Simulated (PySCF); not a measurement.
## A survey of ¹⁵N NMR shifts

- GFN2-xTB structure
- shieldings: GIAO PBE0/pcSseg-1
- code: PySCF
- one conformer, isolated molecule, rapidly exchanging positions averaged, no relativistic terms

Shieldings were converted by a linear fit to measured shifts: ¹⁵N: δ = -148.07 − 0.921σ (rms 6.3 ppm, 71 shifts vs CH3NO2, solution or neat liquid). Occasional misses reach two or three times the rms, and more in compound classes unlike the fitted ones.

Q: Give the ¹⁵N shifts of `c1cc[nH]c1`, `CC(C)c1cnncc1C#N`, `CCn1nc2ccccc2n1`.

A: 
```
                                                             compound                                     environment  δ (ppm)
                                                           c1cc[nH]c1                      pyrrole-type ring nitrogen   -238.3
[CH3:1][CH:2]([CH3:3])[c:4]1[cH:5][n:6][n:7][cH:8][c:9]1[C:10]#[N:11]                 N6: pyridine-type ring nitrogen     48.6
[CH3:1][CH:2]([CH3:3])[c:4]1[cH:5][n:6][n:7][cH:8][c:9]1[C:10]#[N:11]                 N7: pyridine-type ring nitrogen     25.0
[CH3:1][CH:2]([CH3:3])[c:4]1[cH:5][n:6][n:7][cH:8][c:9]1[C:10]#[N:11]                           N11: nitrile nitrogen    -83.9
[CH3:1][CH2:2][n:3]1[n:4][c:5]2[cH:6][cH:7][cH:8][cH:9][c:10]2[n:11]1  N4/11: pyridine-type nitrogen of an azole (×2)    -75.4
[CH3:1][CH2:2][n:3]1[n:4][c:5]2[cH:6][cH:7][cH:8][cH:9][c:10]2[n:11]1                  N3: pyrrole-type ring nitrogen   -118.8
```

Q: Order these by ¹⁵N shift, lowest first.
A. c1cc[nH]c1
B. CP(C)(=O)n1cccc1
C. N[Si@H](P)O[SiH2][SiH3]
D. CN=[PH3]

A: D (-384.7 ppm, nitrogen bonded to C, P), C (-361.9 ppm, nitrogen bonded to Si, 2 H), A (-238.3 ppm, pyrrole-type ring nitrogen), B (-213.7 ppm, pyrrole-type ring nitrogen).
